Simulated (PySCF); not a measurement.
3C-SiC: correlation energy from several methods in one and the same small orbital space (PySCF; 2 atoms at the zone centre, 8 electrons in 26 orbitals, empty ones MP2 natural orbitals of a DZ basis, lattice constant set to 4.358 Å). It tests the methods against each other and lies far from the crystal's limit.

```csv
method,E_corr (eV per atom),share of full CI (%),error (meV)
MP2,-1.6917,75.8,539
CCSD,-2.1783,97.7,52
CCSD(T),-2.2125,99.2,18
CCSDT,-2.2235,99.7,7
CCSDT(Q),-2.2284,99.9,2
full CI,-2.2306,100.0,0
```

The Hartree–Fock determinant has a weight of 0.91 in the full CI state.

MP2, (T) and (Q) use filled levels shifted down by the Madelung term, which in so small a cell is a large part of the gap, so these rows hang on it.
